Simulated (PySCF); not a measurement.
# Single point on NaS

State: ²Π (doublet), unpaired electrons π ↑.

An equivalent input (the run itself took its basis sets from the Basis Set Exchange, started from a PBE0 density and held the occupation σ 8α 8β, πx 3α 2β, πy 3α 3β):

```python
from pyscf import gto, dft
mol = gto.M(atom='Na 0 0 0; S 0 0 2.503', basis={'Na': 'cc-pVDZ', 'S': 'cc-pV(D+d)Z'},
            charge=0, spin=1, verbose=4, symmetry='C2v')
mf = dft.UKS(mol, xc='HYB_MGGA_XC_R2SCANH')
mf.grids.atom_grid = (80, 434)
mf.grids.prune = dft.gen_grid.treutler_prune
mf.irrep_nelec = {'A1': (8, 8), 'B1': (3, 2), 'B2': (3, 3)}
mf.conv_tol = 1e-9
mf.max_cycle = 60
mf.diis_space = 10
mf.kernel()
```

The log (some set-up lines and the per-cycle HOMO/LUMO lines removed):

```
******** <class 'pyscf.dft.uks_symm.SymAdaptedUKS'> ********
method = SymAdaptedUKS
damping factor = 0
level_shift factor = 0
DIIS = <class 'pyscf.scf.diis.CDIIS'>
diis_start_cycle = 1
diis_space = 10
diis_damp = 0
SCF conv_tol = 1e-09
SCF conv_tol_grad = None
SCF max_cycles = 60
number electrons alpha = 14  beta = 13
Set gradient conv threshold to 3.16228e-05
init E= -560.413316513464
cycle= 1 E= -560.413635663597  delta_E= -0.000319  |g|= 0.00259  |ddm|= 0.149
cycle= 2 E= -560.41363932767  delta_E= -3.66e-06  |g|= 0.00223  |ddm|= 0.0178
cycle= 3 E= -560.413643258898  delta_E= -3.93e-06  |g|= 0.000452  |ddm|= 0.00982
cycle= 4 E= -560.413643460136  delta_E= -2.01e-07  |g|= 0.000109  |ddm|= 0.00202
cycle= 5 E= -560.413643468409  delta_E= -8.27e-09  |g|= 2.8e-05  |ddm|= 0.000346
cycle= 6 E= -560.413643469686  delta_E= -1.28e-09  |g|= 6.19e-06  |ddm|= 0.000179
cycle= 7 E= -560.413643469801  delta_E= -1.16e-10  |g|= 1.13e-06  |ddm|= 6.74e-05
Extra cycle  E= -560.413643469806  delta_E= -4.55e-12  |g|= 7.54e-07  |ddm|= 1.29e-05
converged SCF energy = -560.413643469806  <S^2> = 0.7562458  2S+1 = 2.0062361
```

Repeating this along the bond gives Re = 2.504 Å and ωe = 327 cm⁻¹.

A point of this curve took 0.69 CPU seconds beside 0.09 for the integrals, on Arm Neoverse V1 (shared host).

The state was picked by a PBE0 search and need not be the measured ground state.
